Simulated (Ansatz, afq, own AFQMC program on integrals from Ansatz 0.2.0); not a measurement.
# The B2–O3 bond of BHO2, singlet, worked out

```xyz
4

O    -1.5521    0.5232    0.4196
B    -0.4193    0.1298    0.2555
O     0.8200   -0.3036    0.1138
H     1.1514   -0.3494   -0.7889
```

The molecule and both fragments are relaxed with PBE0/def2-SVP; the fragments keep their bonds.

Basis def2-TZVP. Only valence electrons are correlated. Ansatz 0.2.0 and our own AFQMC program on the same integrals; the CISD trial comes from CCSD amplitudes, and released means the phaseless constraint is let go. Uncertainties: one standard error, sampling alone.

Total energies in eV. CBS is CCSD(T) at the limit of def2-TZVPP/QZVPP (extrapolated itself); the highest rung of each member is named.

Cautions: BHO₂ (singlet): the ph-AFQMC/HF walk drifts between its halves (2.3 errors).

```csv
member,count,CCSD(T)/def2-TZVP,highest rung in def2-TZVP,which,CCSD(T)/CBS
"BO, doublet",+1,-2717.6723,-2717.7180,CCSDT(Q),-2718.8540
HO (doublet),+1,-2058.1800,-2058.1943,CCSDT(Q),-2059.2489
"BHO₂, singlet",-1,-4782.0426,-4782.0843,CCSDT(Q),-4784.4225
```

Question: Work out the best estimate of the bond energy: the CCSD(T)/CBS difference plus the step from CCSD(T) to the highest rung.

Answer: Sums with the counts: CCSD(T)/CBS 6.3196 eV, highest rung 6.1720 eV, CCSD(T)/def2-TZVP 6.1903 eV. The step is 6.1720 − 6.1903 = -0.0183 eV, so the best estimate is 6.3196 + (-0.0183) = 6.3013 eV = 145.3 kcal/mol. The basis set is worth 0.129 eV of it. Zero-point, core-correlation and spin–orbit terms aren't in it.

Best estimates are given only where the step beyond CCSD(T) is under 0.3 eV and no member's determinant is very poor (T1 over 0.05, or 0.07 for open shells, ⟨S²⟩ too high by 0.3, two states mixed), so the hardest cases are missing from such tables.

CCSDT and higher add their correlation energy to the determinant of the CCSD(T) run, since their own runs factorise the integrals more tightly (a shift of under 2 meV). Each member of a difference takes its own highest rung, so a best estimate needn't equal the limit plus the step of one row.
